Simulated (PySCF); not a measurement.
These are PySCF with PBE-D3(BJ)/def2-TZVP // r2SCAN-D4/def2-TZVP values and carry that method's errors. Isolated molecules, 0 K electronic values unless said otherwise. 

Reference species (SMILES): `[SiH4]` (neutral, multiplicity 1).

| Item | Result |
|---|---|
| HOMO | -8.51 eV |
| HOMO–LUMO gap | 8.75 eV |

Changed species: `[SiH3]Cl` (1 of 4 H replaced by Cl; the reference has 0 of 4 H replaced by Cl).

Task: Give the shifts of the HOMO and HOMO–LUMO gap.

Result: the HOMO goes up by 0.86 eV, to -7.65 eV; the HOMO–LUMO gap falls by 2.07 eV, to 6.68 eV.
